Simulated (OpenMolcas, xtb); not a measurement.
# SiNH4F (SMILES N[SiH2]F): the dipole moment, rung by rung

SiNH4F: 7 atoms, total charge 0, spin state singlet. SMILES: `N[SiH2]F`. The shape is that of a PBE0-D4/def2-TZVP optimisation. This is one conformer, not always the lowest.

```xyz
7

N    -0.7615    0.3390   -0.6252
Si    0.5311   -0.1157    0.3734
F     0.5151   -1.6539    0.8298
H    -0.7866    0.1051   -1.6036
H    -1.6822    0.5135   -0.2584
H     0.4559    0.6762    1.6207
H     1.7894    0.0680   -0.3823
```

Quantity: the dipole moment, in D. The values are calculated.

```json
{"level": "GFN2-xTB", "kind": "semi-empirical", "program": "xtb", "value (D)": "1.98"}
{"level": "HF/aug-cc-pVDZ", "kind": "Hartree–Fock", "program": "OpenMolcas", "value (D)": "1.96"}
{"level": "SVWN5/aug-cc-pVDZ", "kind": "LDA", "program": "OpenMolcas", "value (D)": "1.96"}
{"level": "BLYP/aug-cc-pVDZ", "kind": "GGA", "program": "OpenMolcas", "value (D)": "1.89"}
{"level": "M06-L/aug-cc-pVDZ", "kind": "meta-GGA", "program": "OpenMolcas", "value (D)": "1.90"}
{"level": "BHLYP/aug-cc-pVDZ", "kind": "global hybrid", "program": "OpenMolcas", "value (D)": "1.94"}
```

The values span 1.89 to 1.98 D.
